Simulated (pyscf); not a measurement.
Optimised with ωB97X-D3(BJ)/def2-SVP in PySCF. Correlated levels are frozen-core, on RHF or UHF. ΔMP2 is the change of the MP2 total energy from the triple- to the quadruple-zeta basis.

**Question.** `[BH2][OH]` + `[ClH]` → `[BH2][Cl]` + `[OH2]`
Surface: singlet. Broken: B–O, Cl–H. Formed: B–Cl, H–O. Give ΔE‡ and ΔE from CCSD(T)/def2-TZVPP + ΔMP2(QZVPP), relative to the separated reactants.

**Answer.** ΔE‡ = 18.4 kcal/mol, ΔE = +11.0 kcal/mol. Zero-point energy shifts the barrier by +0.8 kcal/mol. It is a four-centre exchange, with an imaginary mode of 1120i cm⁻¹. On the reactant side the descent ends in a complex, 4.7 kcal/mol under the separated species and 21.3 kcal/mol under the saddle at ωB97X-D3(BJ)/def2-TZVP. On the product side the descent ends in an adduct with a B–O contact, 14.6 kcal/mol under the separated species and 19.8 kcal/mol under the saddle at ωB97X-D3(BJ)/def2-TZVP. What is counted as broken (B–O) persists as a longer contact in the product adduct; parting that adduct is a step of its own. This is the saddle that the search found; another between the same sides may lie lower. The CCSD(T) − MP2 part came from Ansatz, without density fitting, on the same reference.
